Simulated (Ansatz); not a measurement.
**Si₂N+ (quintet): wave-function methods side by side, cc-pVTZ**

One table from this session's results is given with a row withheld; the runs are named, their logs left out.

The runs use Ansatz 0.2.0, Gaussian basis; cc-pVTZ, core rule «outside noble gas», up to 11 orbitals frozen.

Plan: UHF; CCSD(T) on ROHF; CCSD(T) on UHF; BCCD(T) on ROHF; CCSDT(Q) on ROHF; CCSDT(Q) on UHF; CASSCF and NEVPT2, 12 electrons in 12 orbitals.

6 further runs of the same task are left out: 1 for a known fault of the program, 5 set aside as unsound or not needed.

## The system

The geometry is a PBE0/def2-TZVP stationary point (not a proven minimum) of the parent state, kept for this charge and spin.

3 atoms, charge 1, spin multiplicity 5.

Atoms are counted from 1 here; the program's logs count them from 0.

Bond lengths: N1–Si2 1.661 Å, Si2–Si3 2.244 Å. Angles: N1–Si2–Si3 180.0°.

Set-up of the first run:

in.yaml

```yaml
crystal:
  periodic: [false, false, false]
  atoms:
    - {symbol: N, position_ang: [0.000000, 0.000000, -1.854900]}
    - {symbol: Si, position_ang: [0.000000, 0.000000, -0.194400]}
    - {symbol: Si, position_ang: [0.000000, 0.000000, 2.049300]}
basis:
  gaussian: {orbitals: cc-pVTZ}
total_charge: 1
magnetization: {spin_polarized: true, initial_magnetization: 4}
hamiltonian: {xc: hf}
output: {orbitals: {seedname: orbitals}}
```

Run with:

```bash
> ansatz run in.yaml --threads 1 --pin off --events-out ev --progress --plain --max-ram 4096MiB --backend cpu
```

Steps of the session up to this table: UHF; CCSD(T) on ROHF; CCSD(T) on UHF; BCCD(T) on ROHF; CCSDT(Q) on ROHF; CCSDT(Q) on UHF; CASSCF and NEVPT2, 12 electrons in 12 orbitals.

One of the session's tables, all rows but one given; the rest of the session is left out.

It belongs to the step «Misses and costs». 

```
        method  from RCCSDT(Q) (kJ/mol)
          ROHF                        ?
           UHF                   +849.2
          RMP2                   +155.1
          UMP2                   +162.2
         RCCSD                    +50.9
         UCCSD                    +50.0
      RCCSD(T)                     +9.5
      UCCSD(T)                     +9.6
       BCCD(T)                     +9.6
        RCCSDT                     +3.0
        UCCSDT                     +2.7
     RCCSDT(Q)                        0
     UCCSDT(Q)                     -0.4
CASSCF valence                   +662.1
NEVPT2 valence                   +130.6
```

Estimate the missing values for ROHF.

The run gave: from RCCSDT(Q) (kJ/mol): +881.6. In the column «from RCCSDT(Q) (kJ/mol)» it is the highest.

Caveats from the session: Restricted and unrestricted rows rest on different reference determinants; where their highest levels disagree by more than a few hundredths of an eV, they describe different states and don't form one ladder.
